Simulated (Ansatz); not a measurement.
This geometry of C2H6OS2 (11 atoms, charge 0, multiplicity 1) is a first-order saddle point.

These are results of RKS PBE-D4/def2-mTZVP (Ansatz), not measurements.

```xyz
11
Properties=species:S:1:pos:R:3
C -1.024 -0.180 0.977
C 0.104 0.037 -0.023
O 1.339 0.192 0.655
S -0.283 1.600 -0.969
S 0.167 -1.473 -1.135
H -0.980 0.612 1.736
H -0.897 -1.150 1.478
H -2.007 -0.159 0.488
H 1.924 -0.524 0.339
H 1.016 1.822 -1.314
H 0.706 -0.834 -2.211
```

Problem. Which two structures does it join? (They come from a converged band through this point; their orientation in space is the band's.)

Solution. No bond is made or broken. The dihedral O3–C2–S5–H11 goes from -165 to -63°.

First end point:

```xyz
11
Properties=species:S:1:pos:R:3
C -1.024 -0.238 0.877
C 0.244 0.005 0.077
O 1.320 -0.083 0.975
S 0.078 1.693 -0.718
S 0.532 -1.328 -1.217
H -1.150 0.555 1.629
H -0.940 -1.203 1.393
H -1.904 -0.259 0.223
H 2.143 0.121 0.487
H 1.128 1.531 -1.574
H -0.361 -0.850 -2.131
```

Last end point:

```xyz
11
Properties=species:S:1:pos:R:3
C -0.980 -0.171 0.976
C 0.090 0.082 -0.083
O 1.390 0.207 0.468
S -0.295 1.700 -0.887
S 0.021 -1.388 -1.251
H -0.910 0.608 1.745
H -0.814 -1.150 1.450
H -1.988 -0.162 0.541
H 1.690 -0.703 0.676
H 0.924 1.806 -1.488
H 0.938 -0.886 -2.127
```

Problem. How far does it lie above each of them?

Solution. 8.8 kJ/mol above the first and 2.5 kJ/mol above the second. This is the barrier of this one path; another mechanism may lie lower.

The run took 3.2 min on 2 threads of Arm Neoverse V1, on a shared host, peak memory 0.17 GiB.
